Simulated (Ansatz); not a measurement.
A calculation on 3C-SiC returned lattice constant a 4.352 Å, formation enthalpy -0.286 eV/atom.

For reference: lattice constant a 4.346 Å (measured, static lattice: zero-point anharmonic expansion removed, our sources range from 4.341 to 4.348; as tabulated in Mejia-Rodriguez and Trickey (2018), arXiv:1807.09216); formation enthalpy -0.358 eV/atom (measured, 0 K, zero-point vibrations removed by harmonic ab initio phonons, 0 K static; as tabulated in Harl and Kresse (2009), doi:10.1103/physrevlett.103.056401).

### Question
Which level of theory produced these numbers?
(A) r²SCAN0 (Ansatz, an electronic-structure program)
(B) LDA (Ansatz)
(C) PBE-D4 (Ansatz)
(D) rVV10 (Ansatz)

### Answer
C, PBE-D4 (Ansatz)

The others give: r²SCAN0 4.337 Å, -0.343 eV/atom; rVV10 4.394 Å, -0.190 eV/atom; LDA 4.329 Å, -0.285 eV/atom.

Unless a cell is named, each level is at its own relaxed cell (LDA 10.14, PBE-D4 10.30, r²SCAN0 10.20, rVV10 10.60 Å³/atom).

Ansatz's density-functional and Hartree–Fock values are scalar-relativistic unless marked +SOC, with PAW data made under PBE.
